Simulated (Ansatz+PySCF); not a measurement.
The numbers below are computed, except where a source is named.
# Several solutions for singlet C₅H₅(-)

```xyz
10

C     1.2500    0.0123    0.0022
C     0.3492    1.1135   -0.0339
C    -0.9940    0.6803   -0.0367
C    -1.0165   -0.6836   -0.0042
C     0.3592   -1.1634   -0.0439
H     2.2609    0.0217   -0.0264
H     0.7372    2.2211    0.0211
H    -1.9064    1.3617    0.0094
H    -1.8788   -1.3066    0.0133
H     0.7586   -2.1958   -0.0035
```

Basis set: def2-SVP (spherical functions). Charge -1, multiplicity 1.

CASSCF(6,5) was run from several starts with Ansatz (development build ahead of 0.2.0) and PySCF 2.14.0. The starts are those of the Hartree–Fock orbitals from which the active space was taken at the frontier.

```json
{"run": "A", "program": "Ansatz", "start": "atomic start, no search", "converged": "yes", "energy (hartree)": "-192.07029", "<S²>": "0.00"}
{"run": "B", "program": "Ansatz", "start": "stability test followed", "converged": "yes", "energy (hartree)": "-192.07029", "<S²>": "0.00"}
{"run": "C", "program": "PySCF", "start": "program defaults", "converged": "yes", "energy (hartree)": "-192.07559", "<S²>": "0.00"}
{"run": "D", "program": "Ansatz", "start": "search for the lowest state", "converged": "yes", "energy (hartree)": "-192.07029", "<S²>": "0.00"}
```

Question: Which runs reached the lowest solution of this kind, and what is wrong with the others?

Answer: C reached the lowest solution found. Converged but too high: A by 0.14 eV, B by 0.14 eV, D by 0.14 eV. Convergence only shows a stationary point; in CASSCF the end hangs on which orbitals enter the active space. Caution: no diffuse functions for an anion. Caution: other starts end on other solutions of this active space.
